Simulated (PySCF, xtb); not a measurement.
Homolysis of single bonds, series In OH-NH2. All species are isolated molecules in the gas phase. One relaxed conformer stands for each flexible species; it need not be the lowest. Strings in code marks are SMILES.

Quantity: homolytic bond dissociation enthalpy at 298 K (no spin–orbit term), in kJ/mol. Enthalpy corrections at 298 K come from GFN2-xTB frequencies (xtb).

Level 1: B3LYP/6-31G* (LANL2DZ on In) // PBE-D3(BJ)/def2-TZVP (PySCF)
Level 2: PBE/6-31G* (LANL2DZ on In) // PBE-D3(BJ)/def2-TZVP (PySCF)
Level 3: SVWN5/6-31G* (LANL2DZ on In) // PBE-D3(BJ)/def2-TZVP (PySCF)
Level 4: frozen-core MP2/6-31G* (LANL2DZ on In) // PBE-D3(BJ)/def2-TZVP (PySCF)

```
species                                                                    level 1  level 2  level 3  level 4
-------------------------------------------------------------------------  -------  -------  -------  -------
In–O bond of `[NH2][In]([NH2])[OH]`, giving `[NH2][In][NH2]` and `[OH]`      375.1    383.1    446.2    407.0
N–In bond of `[NH2][In]([NH2])[NH2]`, giving `[NH2]` and `[NH2][In][NH2]`    296.5    300.6    361.2    320.3
```
